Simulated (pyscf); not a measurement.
H₃C–N(CH₃)–AlH–OH + H₂ → H₃C–N(CH₃)–AlH₂ + H₂O, a four-centre exchange (singlet surface; Al–O, H–H broken, Al–H, H–O formed). PySCF, gas phase, ωB97X-D3(BJ)/def2-SVP geometries. Energies in eV from the separated reactants.

Small-basis levels: PySCF, no dispersion term, spherical d functions. 

Question: In single points HF/STO-3G puts the saddle at 1.56 eV and the reaction energy at +0.88 eV. Should these be trusted to within a few kcal/mol? Compare with ωB97M-D3(BJ)/def2-TZVP.

Answer: ωB97M-D3(BJ)/def2-TZVP gives ΔE‡ = 1.14 eV and ΔE = +1.20 eV. HF/STO-3G lies 0.42 eV over it in the barrier and 0.31 eV under it in the reaction energy, so on this step it does not hold to within 0.13 eV. ωB97M-D3(BJ)/def2-TZVP has limits of its own. On the product side the descent ends in an adduct with a Al–O contact, 0.75 eV under the separated species and 0.66 eV under the saddle at ωB97X-D3(BJ)/def2-TZVP. At ωB97M-D3(BJ) the saddle lies under the separated products, which points to a path from their complex (located at ωB97X-D3(BJ) alone), and parting the products costs more than the saddle. What is counted as broken (Al–O) persists as a longer contact in the product adduct; parting that adduct is a step of its own. At the saddle there is also a short Al–H contact that neither side keeps. H₃C–N(CH₃)–AlH₂ lies 1.60 eV over its isomer H₃C–Al(CH₃)–NH₂, and others may lie lower still (electronic energy, ωB97M-D3(BJ)). One saddle was located; it need not be the lowest between these sides.
